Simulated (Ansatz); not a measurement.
# AlPH2+ (doublet): the correlation ladder, cc-pVDZ

How much of the correlation energy of AlPH2+ (doublet) does each wave-function method recover here?

Computed with Ansatz 0.2.0, Gaussian basis. Level: cc-pVDZ, core rule «outside noble gas», up to 10 orbitals frozen.

To be run: UHF; CCSD(T) on ROHF; CCSD(T) on UHF; BCCD(T) on ROHF; CISD; CCSDT(Q) on ROHF; CCSDT(Q) on UHF; CCSDTQ on ROHF.

11 further runs of the same task are left out: 8 for a known fault of the program, 3 set aside as unsound or not needed.

**1. The system**

The geometry is a PBE0/def2-TZVP stationary point (not a proven minimum) of the parent state, kept for this charge and spin.

4 atoms, charge 1, spin multiplicity 2.

Atoms are counted from 1 here; the program's logs count them from 0.

Bond lengths: Al1–P2 2.131 Å, Al1–H3 1.583 Å, P2–H4 1.451 Å. Angles: P2–Al1–H3 176.8°, Al1–P2–H4 75.4°.

**2. UHF**

in.yaml

```yaml
crystal:
  periodic: [false, false, false]
  atoms:
    - {symbol: Al, position_ang: [0.000000, 0.003348, 1.103758]}
    - {symbol: P, position_ang: [0.000000, 0.045326, -1.026381]}
    - {symbol: H, position_ang: [0.000000, -0.116866, 2.681764]}
    - {symbol: H, position_ang: [0.000000, -1.365594, -0.687779]}
basis:
  gaussian: {orbitals: cc-pVDZ}
total_charge: 1
magnetization: {spin_polarized: true, initial_magnetization: 1}
hamiltonian: {xc: hf}
output: {orbitals: {seedname: orbitals}}
```

The run is started by

```sh
> ansatz run in.yaml --threads 1 --pin off --events-out ev --progress --plain --max-ram 4096MiB --backend cpu
```

Further steps of the session: CCSD(T) on ROHF; CCSD(T) on UHF; BCCD(T) on ROHF; CISD; CCSDT(Q) on ROHF; CCSDT(Q) on UHF; CCSDTQ on ROHF.

**Question.** What will the summary of the whole plan be? Wanted: RCCSDTQ below the RHF energy; RMP2 from RCCSDTQ; UMP2 from RCCSDTQ; RCCSD from RCCSDTQ; RCCSD(T) from RCCSDTQ; UCCSD(T) from RCCSDTQ; RCCSDT(Q) from RCCSDTQ; UCCSDT(Q) from RCCSDTQ; T1 diagnostic.

**Answer**, as computed:

```
                         quantity                                                              value
     RCCSDTQ below the RHF energy                                                         -5.0464 eV
                RMP2 from RCCSDTQ                                                        +1046.5 meV
                UMP2 from RCCSDTQ                                                        +1062.3 meV
               RCCSD from RCCSDTQ                                                         +185.1 meV
            RCCSD(T) from RCCSDTQ                                                          +38.6 meV
            UCCSD(T) from RCCSDTQ                                                          +38.7 meV
           RCCSDT(Q) from RCCSDTQ                                                           +1.1 meV
           UCCSDT(Q) from RCCSDTQ                                                           +0.6 meV
levels within 1 kcal/mol (43 meV)  RCCSD(T), UCCSD(T), BCCD(T), RCCSDT, UCCSDT, RCCSDT(Q), UCCSDT(Q)
                    T1 diagnostic                                                              0.018
```

RCCSD(T) misses by +38.6 meV, 0.8 % of the correlation energy. These misses are within one basis, not against nature; the frozen cores of restricted and unrestricted runs differ, which can shift their rows.
